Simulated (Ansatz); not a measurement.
# Ge–NH2, doublet in cc-pVTZ: errors against UCCSDT(Q)

Geometry: a PBE0/def2-TZVP stationary point for this spin, not checked as a minimum.

```yaml
atoms:
  - { symbol: Ge, position_ang: [0.0000, 0.0000, 0.3411] }
  - { symbol: N, position_ang: [0.0000, 0.0000, -1.4753] }
  - { symbol: H, position_ang: [0.0000, 0.8361, -2.0406] }
  - { symbol: H, position_ang: [0.0000, -0.8361, -2.0406] }
```

Basis cc-pVTZ; Ansatz 0.2.0. Only valence electrons are correlated (noble-gas cores and the filled d shells of p-block atoms frozen), which leaves 11 electrons in 86 orbitals. Prefix R: restricted or restricted open-shell reference; prefix U: unrestricted. Active spaces: valence = (11e, 10o) chosen from the atoms' valence shells. No spin–orbit coupling is included, and no scalar relativity.

Full CI isn't at hand for all of this; UCCSDT(Q) serves as the reference, and is uncertain by about the last step of the cluster series. The frozen core follows each run's orbitals, which can shift R against U totals by a few meV for light atoms and by up to 0.1 eV past Ca.

* UHF ⟨S²⟩: 0.770
* T1 diagnostic (RCCSD): 0.0214
* largest doubles amplitude (RCCSD): 0.068
* T1 diagnostic (UCCSD): 0.0189

**Question.** From what is known of these methods and the diagnostics, rank them by the size of their error in total energy against UCCSDT(Q) in cc-pVTZ, smallest first (an estimate: the text doesn't fix the numbers).
A. UHF
B. UCCSDT
C. UMP2
D. UCCSD
E. UCCSD(T)

**Answer.** B (2.1 kJ/mol), E (3.7 kJ/mol), D (37.7 kJ/mol), C (87.0 kJ/mol), A (856.4 kJ/mol).

All errors are against UCCSDT(Q) in cc-pVTZ. Within each family the higher level lies nearer, as is usual though not guaranteed.

Natural occupations of CASSCF (valence space) about the gap: 1.983 1.976 1.974 1.966 1.000 0.033 0.025 0.023 0.021; effectively unpaired electrons, Σ n²(2−n)², 1.02.

Atomization energy (electronic, same basis, no zero-point term; atoms at the same level, unrestricted beside the R rows where the molecule is a closed shell, but restricted open-shell past Ca, as are all atoms' steps beyond CCSDT(Q)) at UCCSDT(Q): 1091.7 kJ/mol. Errors of other levels:

```tsv
level	error (kJ/mol)
UHF	-370.0
UMP2	6.6
UCCSD	-24.2
UCCSD(T)	-1.3
UCCSDT	-1.9
```

This basis is far from its limit, so the value isn't to be set against a measured one.
